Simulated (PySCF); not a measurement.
SMILES CCCl (C₂H₅Cl), singlet (CAM-B3LYP/def2-SVP optimised geometry):

```
8

C      0.890    -0.318     0.000
C     -0.623    -0.318     0.000
Cl    -1.282     1.353     0.000
H      1.266    -1.353     0.000
H      1.282     0.194     0.890
H      1.282     0.194    -0.890
H     -1.029    -0.816     0.889
H     -1.029    -0.817    -0.889
```

Method: CAM-B3LYP/def2-TZVP (PySCF).

What are the frontier orbital energies and the dipole moment?

HOMO-2 -11.82 eV, HOMO-1 -9.78 eV, HOMO -9.73 eV, LUMO 1.81 eV, LUMO+1 2.48 eV; dipole moment 2.09 D.

Meta-Löwdin charges at CAM-B3LYP/def2-TZVP: C1 -0.32, C2 -0.14, Cl3 -0.14, H4 0.12, H5 0.12, H6 0.12, H7 0.13, H8 0.13.
